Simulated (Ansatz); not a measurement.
Two structures of SiNH9O, singlet, reached by relaxing down either side of one saddle point (PBE0-D4/def2-TZVP). Energies are electronic, without zero-point energy. Computed with Ansatz 0.2.0 (basis: def2-TZVPP and def2-QZVPP); correlated methods freeze the cores. Extrapolation: Hartree–Fock as exp(−7.88 √X), correlation as X^−2.97. First:

```json
{"atom": "Si1", "x (Å)": "-1.6351", "y (Å)": "-0.5104", "z (Å)": "-0.4211"}
{"atom": "H2", "x (Å)": "-0.7841", "y (Å)": "0.3790", "z (Å)": "-1.2578"}
{"atom": "H3", "x (Å)": "-0.8585", "y (Å)": "-1.6467", "z (Å)": "0.1284"}
{"atom": "H4", "x (Å)": "-2.3780", "y (Å)": "0.2452", "z (Å)": "0.6112"}
{"atom": "H5", "x (Å)": "-2.6445", "y (Å)": "-1.0914", "z (Å)": "-1.3591"}
{"atom": "H6", "x (Å)": "1.2855", "y (Å)": "0.4728", "z (Å)": "0.9252"}
{"atom": "N7", "x (Å)": "0.3870", "y (Å)": "0.5982", "z (Å)": "1.3826"}
{"atom": "H8", "x (Å)": "1.2155", "y (Å)": "0.1776", "z (Å)": "-1.3085"}
{"atom": "O9", "x (Å)": "2.1466", "y (Å)": "0.2258", "z (Å)": "-1.0663"}
{"atom": "H10", "x (Å)": "0.2942", "y (Å)": "1.5811", "z (Å)": "1.6082"}
{"atom": "H11", "x (Å)": "0.4094", "y (Å)": "0.0906", "z (Å)": "2.2584"}
{"atom": "H12", "x (Å)": "2.5619", "y (Å)": "-0.5218", "z (Å)": "-1.5012"}
```

Second:

Si1  (-1.376, -0.798, 0.717)
H2  (0.056, 1.693, -2.320)
H3  (-0.923, -2.005, 1.454)
H4  (-2.738, -0.439, 1.205)
H5  (-1.457, -1.074, -0.738)
H6  (1.505, -0.024, -0.030)
N7  (-0.166, 0.426, 0.948)
H8  (0.641, 1.305, -2.055)
O9  (2.265, -0.047, -0.636)
H10  (-0.283, 1.287, 0.430)
H11  (0.097, 0.644, 1.899)
H12  (2.379, -0.969, -0.873)
(Å)

Which bonds change from the first to the second?

SiH₄ + H₂O + NH₃ → SiNH₅ ([NH2][SiH3]) + H₂O + H₂; bonds formed: Si1–N7, H2–H8, H6–O9; bonds broken: Si1–H2, H6–N7, H8–O9.

Give the saddle point's structure and its height above each. (An estimate is asked for; the value comes from the calculation.)

Computed: 172.9 kJ/mol above the first and 194.1 kJ/mol above the second (CCSD(T) at an estimated basis limit (MP2 extrapolated from triple and quadruple zeta, plus CCSD(T) − MP2 in triple zeta)).
```
12
angstrom
Si -1.1991 -0.4452 0.0227
H -0.1751 0.1575 -1.4423
H -0.7494 -1.7781 -0.4489
H -1.9343 -0.8239 1.2971
H -2.2669 0.2767 -0.7131
H 1.1240 0.3605 0.3299
N 0.0900 0.5400 0.9252
H 0.8179 0.1672 -1.2581
O 1.9074 0.2657 -0.6916
H -0.0975 1.5357 0.8454
H 0.1022 0.3099 1.9135
H 2.3807 -0.5659 -0.7798
```

No T1 diagnostic of these runs exceeds 0.012.

Labels in which every atom is bracketed show which atoms are joined, not bond orders.

For scale, one of the runs: CCSD(T)/def2-TZVPP, 230 basis functions, launched by `ansatz run in.yaml --threads 4 --pin off --events-out ev --progress --plain --max-ram 9574MiB`. Hardware: 4 CPU threads of an Intel Xeon, shared host. Wall time 110 s; peak host memory 3.9 GiB.
